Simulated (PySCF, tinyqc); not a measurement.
RHF in the sto-3g basis, for HF, spin multiplicity 1, step by step. The lowest restricted solution is unstable here: a spin-polarised one lies 0.1239 hartree lower (PySCF). One step of it, computed by the program tinyqc.

Task: Iteration 4: building the Fock matrix. J_ij = sum D_kl (ij|kl), K_ij = sum D_kl (ik|jl); F = H + J - 0.5 K; E = tr D H + tr D J / 2 - 0.25 tr D K + E_nn.

D after iteration 3:
```
,1F 1s,1F 2s,1F 2px,1F 2py,1F 2pz,2H 1s
1F 1s,2.120044,-0.505017,0.000000,0.000000,0.026937,0.011603
1F 2s,-0.505017,2.126272,0.000000,0.000000,-0.133194,-0.093902
1F 2px,0.000000,0.000000,2.000000,0.000000,0.000000,0.000000
1F 2py,0.000000,0.000000,0.000000,2.000000,0.000000,0.000000
1F 2pz,0.026937,-0.133194,0.000000,0.000000,0.713139,0.891653
2H 1s,0.011603,-0.093902,0.000000,0.000000,0.891653,1.117376
```

core Hamiltonian H = T + V (hartree):
```
,1F 1s,1F 2s,1F 2px,1F 2py,1F 2pz,2H 1s
1F 1s,-40.332843,-9.462929,0.000000,0.000000,-0.004285,-0.316767
1F 2s,-9.462929,-10.811040,0.000000,0.000000,-0.053610,-0.840292
1F 2px,0.000000,0.000000,-8.501883,0.000000,0.000000,0.000000
1F 2py,0.000000,0.000000,0.000000,-8.501883,0.000000,0.000000
1F 2pz,-0.004285,-0.053610,0.000000,0.000000,-8.522119,-0.653920
2H 1s,-0.316767,-0.840292,0.000000,0.000000,-0.653920,-3.232942
```

Two-electron integrals (ij|kl) in chemists' order, unique and non-zero (hartree):
```
i,j,k,l,(ij|kl)
1,1,1,1,5.403501
2,1,1,1,0.841920
2,1,2,1,0.156299
2,2,1,1,1.268028
2,2,2,1,0.292344
2,2,2,2,0.926167
3,1,3,1,0.027998
3,2,3,1,0.043169
3,2,3,2,0.204588
3,3,1,1,1.264502
3,3,2,1,0.292403
3,3,2,2,0.925959
3,3,3,3,0.997514
4,1,4,1,0.027998
4,2,4,1,0.043169
4,2,4,2,0.204588
4,3,4,3,0.053770
4,4,1,1,1.264502
4,4,2,1,0.292403
4,4,2,2,0.925959
4,4,3,3,0.889973
4,4,4,4,0.997514
5,1,5,1,0.027998
5,2,5,1,0.043169
5,2,5,2,0.204588
5,3,5,3,0.053770
5,4,5,4,0.053770
5,5,1,1,1.264502
5,5,2,1,0.292403
5,5,2,2,0.925959
5,5,3,3,0.889973
5,5,4,4,0.889973
5,5,5,5,0.997514
6,1,1,1,0.028292
6,1,2,1,0.005211
6,1,2,2,0.009695
6,1,3,3,0.009684
6,1,4,4,0.009684
6,1,5,1,0.000196
6,1,5,2,0.000371
6,1,5,5,0.009717
6,1,6,1,0.000175
6,2,1,1,0.085262
6,2,2,1,0.019980
6,2,2,2,0.072526
6,2,3,3,0.071523
6,2,4,4,0.071523
6,2,5,1,0.001318
6,2,5,2,0.011219
6,2,5,5,0.074458
6,2,6,1,0.000675
6,2,6,2,0.007629
6,3,3,1,0.001925
6,3,3,2,0.012109
6,3,5,3,0.002291
6,3,6,3,0.001068
6,4,4,1,0.001925
6,4,4,2,0.012109
6,4,5,4,0.002291
6,4,6,4,0.001068
6,5,1,1,0.065363
6,5,2,1,0.015496
6,5,2,2,0.060376
6,5,3,3,0.058112
6,5,4,4,0.058112
6,5,5,1,0.002715
6,5,5,2,0.020060
6,5,5,5,0.064836
6,5,6,1,0.000539
6,5,6,2,0.007825
6,5,6,5,0.009018
6,6,1,1,0.307356
6,6,2,1,0.073137
6,6,2,2,0.306588
6,6,3,3,0.300397
6,6,4,4,0.300397
6,6,5,1,0.004220
6,6,5,2,0.052040
6,6,5,5,0.318899
6,6,6,1,0.002468
6,6,6,2,0.045439
6,6,6,5,0.055303
6,6,6,6,0.774606
```

nuclear repulsion = 2.77056131 hartree

Give: Coulomb J; exchange K; Fock matrix F; total energy of this density.

Result:

Coulomb J (hartree):
```
,1F 1s,1F 2s,1F 2px,1F 2py,1F 2pz,2H 1s
1F 1s,19.7059,3.7325,0.0000,0.0000,-0.0007,0.1245
1F 2s,3.7325,9.1633,0.0000,0.0000,0.0396,0.7144
1F 2px,0.0000,0.0000,9.1900,0.0000,0.0000,0.0000
1F 2py,0.0000,0.0000,0.0000,9.1900,0.0000,0.0000
1F 2pz,-0.0007,0.0396,0.0000,0.0000,9.0838,0.6012
2H 1s,0.1245,0.7144,0.0000,0.0000,0.6012,3.6007
```

exchange K (hartree):
```
,1F 1s,1F 2s,1F 2px,1F 2py,1F 2pz,2H 1s
1F 1s,11.0698,1.8912,0.0000,0.0000,0.0011,0.0696
1F 2s,1.8912,2.9850,0.0000,0.0000,-0.0550,0.2794
1F 2px,0.0000,0.0000,2.5947,0.0000,0.0000,0.0000
1F 2py,0.0000,0.0000,0.0000,2.5947,0.0000,0.0000
1F 2pz,0.0011,-0.0550,0.0000,0.0000,1.4992,0.4152
2H 1s,0.0696,0.2794,0.0000,0.0000,0.4152,0.9802
```

Fock matrix F (hartree):
```
,1F 1s,1F 2s,1F 2px,1F 2py,1F 2pz,2H 1s
1F 1s,-26.1619,-6.6760,0.0000,0.0000,-0.0055,-0.2270
1F 2s,-6.6760,-3.1402,0.0000,0.0000,0.0136,-0.2656
1F 2px,0.0000,0.0000,-0.6092,0.0000,0.0000,0.0000
1F 2py,0.0000,0.0000,0.0000,-0.6092,0.0000,0.0000
1F 2pz,-0.0055,0.0136,0.0000,0.0000,-0.1880,-0.2603
2H 1s,-0.2270,-0.2656,0.0000,0.0000,-0.2603,-0.1224
```

total energy of this density = -98.312029 hartree
